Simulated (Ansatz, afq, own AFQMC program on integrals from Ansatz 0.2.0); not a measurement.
Two steps: Ansatz 0.2.0 writes the Fock matrix and Cholesky factors of the valence space, and afq projects on them the lowest state that overlaps trial and start.

```yaml
crystal:
  periodic: [false, false, false]
  atoms:
    - {symbol: Al, position_ang: [0.000000, 0.075600, 0.000000]}
    - {symbol: H, position_ang: [0.000000, 0.299239, -2.052236]}
    - {symbol: H, position_ang: [0.000000, 0.299248, 2.052234]}
    - {symbol: H, position_ang: [0.000000, -2.622224, 0.000006]}
basis:
  gaussian: {orbitals: cc-pVDZ}
total_charge: 1
magnetization: {spin_polarized: false, initial_magnetization: 1}
correlation: {method: ccsd_t, electrons: outside_noble_gas, hamiltonian_folder: ham}
```

```sh
$ ansatz run in.yaml --threads 1 --pin off --events-out ev --progress --plain --max-ram 24576MiB --backend cuda --devices 0, --max-vram 18GiB
```

afq runs on the folder ham with

```
--method phaseless --trial mp1 --walkers 80 --populations 1 --least-time 40 --time-step 0.04 --steps-per-block 10 --equilibration-blocks 15 --max-blocks 100 --target-error 0.00108 --factor-cut 1e-05 --start spin_pure --seed 2637 --taylor-order 4
```

Times are imaginary, in 1/Eh. The walk had a cap of 60 s.

afq prints:

```
orbitals 28  electrons 3 2  factors 183 of 308
reference energy -243.19095009 Eh
CCSD correlation -0.08618912 Eh in 12 cycles, weight of the determinant in the CISD state 0.8839
energy of the start -243.249451 Eh
 block  time / (1/Eh)  mean weight  energy / Eh
     1     0.400  1.0012  -243.256054
     2     0.800  1.0060  -243.259917
     3     1.200  0.9964  -243.262916
     4     1.600  0.9979  -243.266252
     5     2.000  1.0045  -243.268252
     8     3.200  0.9961  -243.271960
    11     4.400  1.0061  -243.277718
    17     6.800  0.9894  -243.286556
    23     9.200  0.9933  -243.275256
    29    11.600  0.9990  -243.275825
    35    14.000  0.9884  -243.285929
    41    16.400  1.0082  -243.281581
    47    18.800  0.9936  -243.282756
    53    21.200  0.9936  -243.274636
    59    23.600  1.0057  -243.279250
    65    26.000  0.9974  -243.277301
    71    28.400  1.0042  -243.288454
    77    30.800  1.0010  -243.275790
    83    33.200  0.9976  -243.280441
    89    35.600  0.9931  -243.274278
    95    38.000  1.0012  -243.278667
   101    40.400  0.9985  -243.272376
   107    42.800  1.0100  -243.276258
   113    45.200  1.0049  -243.289690
   115    46.000  0.9973  -243.279373
blocks merged  error / Eh  count
     1  0.000441  100
     2  0.000574  50
     4  0.000708  25
     8  0.000687  12
energy -243.279237 +/- 0.000708 Eh
(rows thinned)
```

The run passed its tests (sampling time, drift between the halves within three errors, error under three times the target), which doesn't prove that it has relaxed.

Against this walk (error 19.3 meV) on the same determinant: CCSD(T) 2.6 meV higher (within the noise), CCSDT(Q) 23.2 meV lower (within the noise), CCSDTQ 23.7 meV lower (within the noise), full CI 23.6 meV lower (within the noise), a separate phaseless walk with a CISD trial and standard settings 10.4 ± 19.3 meV lower (within the noise). The error is statistical and leaves out the bias of the constraint.

Cautions: constraint bias not in the error; a spin-contaminated unrestricted determinant lies lower (UHF 255 meV lower, ⟨S²⟩ 1.35); the time-step error isn't removed.

The walk took 6.9 s on 1 × NVIDIA H100 80GB HBM3 with 2 threads of AMD EPYC 7R13 Processor (Zen 3), on a shared host (the card was shared). The log's last line is the phaseless energy.

CCSDT and higher add their correlation energy to the determinant of the CCSD(T) run, since their own runs factorise the integrals more tightly (a shift of under 2 meV). A walk keeps the symmetry of its determinant, which the program's search chose and which needn't be the lowest solution, so a lower state of the same spin and another symmetry isn't excluded.
